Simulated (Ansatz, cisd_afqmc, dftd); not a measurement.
Species: O$_{2}$, charge 0, triplet. O2 (SMILES O=O, triplet).
B3LYP-D3(BJ)/def2-TZVP minimum from Ansatz (a first-principles code):
```xyz
2

O      0.0000     0.0000    -0.6021
O      0.0000     0.0000     0.6021
```
Charge 0, spin multiplicity 3.

Quantity: atomisation energy (electronic, to ground-state atoms), in kcal/mol. Open shells are spin-unrestricted; no spin-orbit coupling. Correlated methods leave the cores frozen. Rows without X2C or -DK are non-relativistic. AFQMC is phaseless with a CISD trial state; ± is one standard error, without the phaseless bias. Outlying blocks are dropped, and bars are widened where a walk drifts. Over all cases where full CI ran beside it in this data, AFQMC minus full CI had a median of +0.1 mEh and passed +0.4 mEh in a tenth of the cases. CBS(X,Y): correlation extrapolated as X^-3, Hartree-Fock from the larger set (Q,5: extrapolated as (X+1)exp(-9√X)). A bracket is a step between two methods taken in the basis named. Functionals run without relativity, which enters their misses. 'core' is core correlation in cc-pwCVTZ, 'X2C' scalar relativity in cc-pVTZ-DK, both at CCSD(T). The UHF reference of O2 (O=O, triplet) is spin-contaminated (<S^2> up to 0.05 over the pure value in the sets run).

```csv
level,program,atomisation energy (kcal/mol)
B3LYP-D3(BJ)/def2-TZVPD,Ansatz + dftd3,123.8
PBE0-D3(BJ)/def2-TZVPD,Ansatz + dftd3,124.3
wB97M-V/def2-TZVPD,Ansatz,122.8
CCSD/cc-pVDZ,Ansatz,98.9
CCSDT(Q)/cc-pVTZ,Ansatz,?
AFQMC/CISD/cc-pVTZ,cisd_afqmc,113.4 ± 0.3
"CCSD(T)/CBS(cc-pVQZ,cc-pV5Z) + [AFQMC/CISD - CCSD(T)]/cc-pVTZ + core + X2C",Ansatz + cisd_afqmc,119.7 ± 0.3
"CCSD(T)/CBS(cc-pVQZ,cc-pV5Z) + [CCSDT(Q) - CCSD(T)]/cc-pVTZ + core + X2C",Ansatz,120.6
"CCSD(T)/CBS(cc-pVQZ,cc-pV5Z) + [CCSDT(Q) - CCSD(T)]/cc-pVTZ + [CCSDTQ - CCSDT(Q)]/cc-pVDZ + core + X2C",Ansatz,120.5
```

**Question.** Some entries are withheld; supply them.

**Answer.** 
- CCSDT(Q)/cc-pVTZ, atomisation energy (kcal/mol): 114.3
